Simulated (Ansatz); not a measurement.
Geometry optimisation, RKS PBE0/cc-pVDZ (Ansatz 0.2.0).

input.yaml

```yaml
crystal:
  periodic: [false, false, false]
  atoms:
    - { symbol: Si, position_ang: [0.0, 0.0, 0.0] }
    - { symbol: H, position_ang: [0.9994, 0.0, 1.3254] }
    - { symbol: H, position_ang: [1.5827, 0.0, 0.5009] }
    - { symbol: H, position_ang: [-0.6877, 1.1914, -0.4862] }
    - { symbol: Cl, position_ang: [-1.0032, -1.7381, -0.7093] }
basis:
  gaussian: { orbitals: cc-pVDZ }
hamiltonian:
  xc: pbe0
relax:
  f_tol: 0.15
  max_steps: 25
  restrain:
    - { distance: [1, 2], at: 0.66, k: 30.0 }
    - { distance: [0, 1], at: 2.66, k: 30.0 }
    - { distance: [0, 2], at: 2.66, k: 30.0 }
```

Launched with:

```bash
$ ansatz run input.yaml --threads 1 --pin off --max-ram 2048MiB --backend cpu --events-out ev --progress --plain --runs-dir out
```

Where does it end, and by what steps?

It converged. The restraints hold the end off the free minimum. After 8 steps the energy has fallen by 1.234 eV (the restraints' own energy left out); H3 moved furthest, 0.75 Å. Joined: H2–H3 (1.01 → 0.71 Å).

```
step  energy less start (eV)  largest force component (eV/Å)  accepted
   0                  0.0000                           3.264       yes
   1                  1.2008                           3.985       yes
   2                  2.3429                           3.436       yes
   3                  1.5961                           4.528       yes
   4                  0.3365                           2.837       yes
   5                 -0.6408                           2.029       yes
   6                 -1.0732                           1.872       yes
   7                 -1.2228                           1.798       yes
   8                 -1.2342                           1.668       yes
```

```xyz
5
Properties=species:S:1:pos:R:3
Si -0.273 -0.030 -0.205
H 1.680 0.032 1.627
H 2.095 0.029 1.045
H -1.185 1.062 -0.832
Cl -1.425 -1.640 -1.004
```

Run time: 10 s on 1 thread of Arm Neoverse V2, with other jobs on the host, peak memory 0.1 GiB.
